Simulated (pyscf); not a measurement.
A first-order saddle from PySCF, ωB97X-D3(BJ)/def2-SVP:

```xyz
17

C     -0.9071     0.2607     2.5870
N     -0.2233    -0.5273     1.5808
Si     0.0151    -0.0960    -0.0688
N     -1.2982    -0.1784    -1.2671
N      0.3525     1.6042    -0.0444
N      1.1344    -1.2625    -0.6700
H     -1.9427    -0.0805     2.7797
H     -0.3704     0.2534     3.5532
H     -0.9622     1.3063     2.2484
H     -0.1410    -1.5136     1.8033
H     -1.7577    -1.4684    -1.2744
H     -2.1491     0.2941    -0.9412
H      0.3421     2.1300    -0.9117
H      1.0544     1.9659     0.5931
H      2.0274    -1.4191    -0.2174
H      1.1806    -1.4398    -1.6671
H     -2.1267    -2.2015    -0.9566
```
Charge 0, spin multiplicity 2.

Surface: doublet, charge 0. Lowest wavenumbers (cm⁻¹): 1175i, 80, 116, 153, 179.

### Question
What reaction is this the transition state of?

### Answer
`[CH3][NH][Si]([NH2])([NH2])[NH2]` + `[H]` [doublet] ⇌ `[CH3][NH][Si]([NH])([NH2])[NH2]` [doublet] + `[H][H]`, a hydrogen abstraction read from left to right: H–N broken and H–H formed. At ωB97M-D3(BJ)/def2-TZVP it lies +14.8 kcal/mol from the left side and +7.1 kcal/mol from the right (each side as separated species at their lowest minima found). H₃C–NH–Si(NH•)(NH₂)–NH₂ lies 7.7 kcal/mol over its isomer H₃C–N•–Si(NH₂)(NH₂)–NH₂ (electronic energy, ωB97M-D3(BJ)/def2-TZVP). One saddle was located; it need not be the lowest between these sides. The angle at the transferred H is 157°.
